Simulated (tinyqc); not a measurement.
Worked calculation: CIS and TDHF on RHF in the sto-3g basis, for H2O, spin multiplicity 1. One step of it, computed by the program tinyqc.

Problem. CIS matrix, triplets. A(ia,jb) = (e_a - e_i) d_ij d_ab - (ij|ab).

orbital energies (hartree): MO1 -20.256559, MO2 -1.260453, MO3 -0.584428, MO4 -0.469189, MO5 -0.395078, MO6 0.584472, MO7 0.678416

Two-electron integrals over orbitals (pq|rs), unique and non-zero (hartree):
```
(11|11) 4.745245    (21|11) -0.418012   (21|21) 0.058514    (22|11) 1.005972
(22|21) -0.013191   (22|22) 0.728180    (31|31) 0.011288    (32|31) 0.017857
(32|32) 0.140482    (33|11) 0.798859    (33|21) -0.004530   (33|22) 0.642581
(33|33) 0.627445    (41|11) 0.189212    (41|21) -0.023562   (41|22) 0.015825
(41|33) 0.006570    (41|41) 0.027121    (42|11) -0.141208   (42|21) 0.009340
(42|22) -0.002156   (42|33) 0.005199    (42|41) 0.017384    (42|42) 0.124885
(43|31) -0.003743   (43|32) 0.020105    (43|43) 0.050385    (44|11) 0.972506
(44|21) -0.013001   (44|22) 0.666210    (44|33) 0.591350    (44|41) -0.010143
(44|42) -0.101106   (44|44) 0.751738    (51|51) 0.026018    (52|51) 0.032522
(52|52) 0.145043    (53|53) 0.028613    (54|51) -0.013804   (54|52) -0.048757
(54|54) 0.055056    (55|11) 1.115344    (55|21) -0.011749   (55|22) 0.747815
(55|33) 0.626397    (55|41) 0.005306    (55|42) -0.075780   (55|44) 0.714254
(55|55) 0.880159    (61|11) -0.221636   (61|21) 0.033696    (61|22) 0.000140
(61|33) 0.000731    (61|41) 0.000302    (61|42) 0.021016    (61|44) -0.019014
(61|55) -0.005813   (61|61) 0.030352    (62|11) 0.297832    (62|21) -0.006076
(62|22) 0.142399    (62|33) 0.077998    (62|41) 0.018889    (62|42) 0.021759
(62|44) 0.076278    (62|55) 0.154229    (62|61) 0.009034    (62|62) 0.101829
(63|31) 0.003457    (63|32) -0.032921   (63|43) -0.029238   (63|63) 0.065986
(64|11) 0.239201    (64|21) -0.002927   (64|22) 0.102044    (64|33) 0.046858
(64|41) 0.000579    (64|42) -0.046001   (64|44) 0.128906    (64|55) 0.128659
(64|61) -0.002081   (64|62) 0.058751    (64|64) 0.081485    (65|51) 0.014631
(65|52) 0.055734    (65|54) 0.000315    (65|65) 0.037437    (66|11) 0.816342
(66|21) -0.007212   (66|22) 0.618804    (66|33) 0.571446    (66|41) 0.020400
(66|42) 0.053261    (66|44) 0.554862    (66|55) 0.594697    (66|61) 0.009392
(66|62) 0.101249    (66|64) 0.047693    (66|66) 0.602834    (71|31) 0.014965
(71|32) 0.022239    (71|43) -0.005101   (71|63) 0.004029    (71|71) 0.019884
(72|31) 0.013999    (72|32) 0.041820    (72|43) -0.036185   (72|63) 0.034897
(72|71) 0.017651    (72|72) 0.062537    (73|11) 0.361019    (73|21) -0.007390
(73|22) 0.138901    (73|33) 0.089549    (73|41) -0.000722   (73|42) -0.082364
(73|44) 0.149640    (73|55) 0.190942    (73|61) -0.006929   (73|62) 0.073779
(73|64) 0.089080    (73|66) 0.040237    (73|73) 0.156965    (74|31) -0.009777
(74|32) -0.079090   (74|43) -0.002633   (74|63) 0.045525    (74|71) -0.012797
(74|72) -0.015382   (74|74) 0.072603    (75|53) 0.023589    (75|75) 0.023779
(76|31) 0.008485    (76|32) 0.092119    (76|43) 0.051157    (76|63) -0.058413
(76|71) 0.010738    (76|72) -0.011539   (76|74) -0.059726   (76|76) 0.110564
(77|11) 0.845928    (77|21) -0.008737   (77|22) 0.617407    (77|33) 0.604351
(77|41) 0.004399    (77|42) -0.011419   (77|44) 0.594953    (77|55) 0.614851
(77|61) -0.004072   (77|62) 0.065385    (77|64) 0.041495    (77|66) 0.566566
(77|73) 0.084485    (77|77) 0.609959
```

Give: CIS matrix A, triplet.

Solution.

CIS matrix A, triplet (hartree), lower triangle:
```
         1>6      1>7      2>6      2>7      3>6      3>7     4>6     4>7
1>6  20.0247
1>7   0.0000  20.0890
2>6   0.0072   0.0000   1.2261
2>7   0.0000   0.0087   0.0000   1.3215
3>6   0.0000  -0.0085   0.0000  -0.0921   0.5975
3>7  -0.0085   0.0000  -0.0921   0.0000   0.0000   0.6585
4>6  -0.0204   0.0000  -0.0533   0.0000   0.0000  -0.0512  0.4988
4>7   0.0000  -0.0044   0.0000   0.0114  -0.0512   0.0000  0.0000  0.5527
5>6   0.0000   0.0000   0.0000   0.0000   0.0000   0.0000  0.0000  0.0000
5>7   0.0000   0.0000   0.0000   0.0000   0.0000   0.0000  0.0000  0.0000

        5>6     5>7
5>6  0.3849
5>7  0.0000  0.4586
```
